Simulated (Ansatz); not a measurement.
CH$_{7}$Si$_{2}$ (`[SiH2]C[SiH3]`) radical at its PBE0-D4/def2-TZVP geometry, where that method's forces vanish. The species carries charge 0 and has multiplicity 2.

```xyz
10

Si    0.6531   -0.9411    1.3411
C     0.6484    0.0510   -0.2500
Si   -1.0659    0.4052   -0.9176
H    -0.0235   -0.1978    2.4403
H     2.0285   -1.3297    1.7643
H     1.1662    1.0021   -0.0747
H     1.2192   -0.4930   -1.0092
H    -1.8844    1.0953    0.1150
H    -1.7435   -0.8660   -1.2857
H    -0.9981    1.2741   -2.1235
```

(1) What forces (eV/Å) does r2SCAN-D4/def2-TZVPP give on these atoms in Ansatz? (Estimate.)

## Answers

(1) The calculation gave: 
```
Si1  0.021 -0.002  0.053
C2  -0.001 -0.004 -0.016
Si3 -0.039  0.013 -0.019
H4   0.011 -0.014 -0.016
H5  -0.023  0.000 -0.001
H6   0.007 -0.009 -0.011
H7   0.004  0.021  0.005
H8   0.016 -0.015 -0.025
H9   0.012  0.028  0.007
H10 -0.007 -0.017  0.023
```
